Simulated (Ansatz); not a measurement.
# CH2FO (SMILES [O]CF): UCCSDT(Q)/STO-3G

Aim: the energy change on altering one bond length of CH2FO at UCCSDT(Q)/STO-3G, from 2 runs. 

The calculation is run with Ansatz 0.2.0.

56 further runs of the same task are left out: 56 set aside as unsound or not needed.

### Step 1. Starting point

CH2FO has 5 atoms, charge 0, and is taken as a doublet. As SMILES, `[O]CF`. The coordinates come from a PBE0-D4/def2-TZVP relaxation.

Bond lengths: O1–C2 1.303 Å, C2–F3 1.376 Å, C2–H4 1.109 Å, C2–H5 1.109 Å. Angles: O1–C2–F3 115.4°, O1–C2–H4 109.4°, O1–C2–H5 109.4°, F3–C2–H4 107.5°, F3–C2–H5 107.5°, H4–C2–H5 107.3°.

### Step 2. The energy at UCCSDT(Q)/STO-3G

Input file molecule.yaml:

```yaml
crystal:
  periodic: [false, false, false]
  atoms:
    - symbol: O
      position_ang: [-1.122700, 0.202700, 0.610000]
    - symbol: C
      position_ang: [-0.009600, -0.012300, -0.033000]
    - symbol: F
      position_ang: [1.105500, -0.174700, 0.757200]
    - symbol: H
      position_ang: [-0.112900, -0.924800, -0.655200]
    - symbol: H
      position_ang: [0.189500, 0.835500, -0.720300]
basis:
  gaussian:
    orbitals: STO-3G
correlation:
  method: ccsdt_q
  frozen_orbitals: {C: 1, F: 1, H: 0, O: 1}
accuracy: high
magnetization:
  spin_polarized: true
  initial_magnetization: 1
scf:
  omitted_lower_state_checks: [cluster_reference, increment]
```

On the command line:

```sh
$ ansatz run molecule.yaml --threads 1 --pin off --max-ram 2610MiB --events-out events.jsonl --progress --plain --runs-dir runs
```

Output, cut to the lines that bear on the results:

```text
Warning: RAYON_NUM_THREADS=1 ignored (pool sized by the plan → 1); use --threads N
Functional definition: HF
  name "HF"
[...]
298 factors; integrals over basis functions are off by at most 3.5e-8 eV
[...]
mean field -5725.29009927 eV, -210.4005304070 hartree, gradient 2.6e-8 eV, S^2 0.755310; 4 other end points of the search recorded, 0 dependent functions left out
3 core orbitals not correlated: weight in the atoms' cores, before any rotation towards them, 1.000 or more for the frozen orbitals, at most 0.000 for the correlated occupied ones
reference -5725.29009927 eV, -210.4005304070 hartree; 10, 9 occupied and 4, 5 virtual orbitals, 298 factors
second order -2.15579770 eV of doubles, -0.00000000 eV of singles
cycle   1  -2.61874862 eV  change   -4.6e-1 eV  update   6.1e-2
[...]
cycle  35  -2.97550170 eV  change  -2.5e-10 eV  update   1.7e-9
perturbative correction -0.00121941 eV, -0.0000448125 hartree
Total energy: -5728.26682038 eV, -210.5099228903 hartree
Checks for a lower state left out: cluster_reference, increment
```

Wall time 1.4 s (1 thread of Arm Neoverse V2, shared host); peak memory 0.12 GiB.

### Step 3. The distorted shape at the same level

Input file molecule.yaml:

```yaml
crystal:
  periodic: [false, false, false]
  atoms:
    - {symbol: O, position_ang: [-1.096873, 0.430845, 0.765563]}
    - {symbol: C, position_ang: [0.016227, 0.215845, 0.122563]}
    - {symbol: F, position_ang: [1.131327, 0.053445, 0.912763]}
    - {symbol: H, position_ang: [-0.112900, -0.924800, -0.655200]}
    - {symbol: H, position_ang: [0.215327, 1.063645, -0.564737]}
basis:
  gaussian: {orbitals: STO-3G}
magnetization: {spin_polarized: true, initial_magnetization: 1}
correlation: {method: ccsdt_q, frozen_orbitals: {C: 1, F: 1, H: 0, O: 1}}
accuracy: high
scf: {omitted_lower_state_checks: [cluster_reference, increment]}
```

On the command line:

```sh
$ ansatz run molecule.yaml --threads 1 --pin off --max-ram 2610MiB --events-out events.jsonl --progress --plain --runs-dir runs
```

Output, cut to the lines that bear on the results:

```text
Warning: RAYON_NUM_THREADS=1 ignored (pool sized by the plan → 1); use --threads N
Functional definition: HF
  name "HF"
[...]
298 factors; integrals over basis functions are off by at most 3.6e-8 eV
[...]
mean field -5724.24993675 eV, -210.3623051396 hartree, gradient 2.5e-8 eV, S^2 0.776269; 3 other end points of the search recorded, 0 dependent functions left out
3 core orbitals not correlated: weight in the atoms' cores, before any rotation towards them, 1.000 or more for the frozen orbitals, at most 0.000 for the correlated occupied ones
reference -5724.24993675 eV, -210.3623051396 hartree; 10, 9 occupied and 4, 5 virtual orbitals, 298 factors
second order -2.41258172 eV of doubles, -0.00000000 eV of singles
cycle   1  -2.94041770 eV  change   -5.3e-1 eV  update   7.2e-2
[...]
cycle  51  -3.42694898 eV  change  -9.1e-10 eV  update  5.1e-10
perturbative correction -0.00264747 eV, -0.0000972927 hartree
Total energy: -5727.67953320 eV, -210.4883404844 hartree
Checks for a lower state left out: cluster_reference, increment
```

Run time: 1.7 s. Hardware: 1 thread of Arm Neoverse V2, shared host; peak memory 0.12 GiB.

### Step 4. Summary of results

At UCCSDT(Q)/STO-3G, 3 core orbitals frozen:

| quantity | value |
| --- | --- |
| first shape: total energy | -210.50992 Eh |
| first shape: correlation energy (3 core orbitals frozen) | -109.4 mEh |
| first shape: ⟨S²⟩ of the reference determinant | 0.755 |
| first shape: T1 diagnostic | 0.011 |
| distorted shape: total energy | -210.48834 Eh |
| distorted shape: correlation energy (3 core orbitals frozen) | -126.0 mEh |
| distorted shape: ⟨S²⟩ of the reference determinant | 0.776 |
| distorted shape: T1 diagnostic | 0.015 |
| energy change with the C2–H4 bond stretched from 1.109 to 1.387 Å | 0.587 eV |

What this shows: With the C2–H4 bond stretched from 1.109 to 1.387 Å the energy rises by 0.59 eV (56.7 kJ/mol). The first shape isn't relaxed at this level, so the change isn't measured from a minimum. The minimal basis adds a large error of its own.
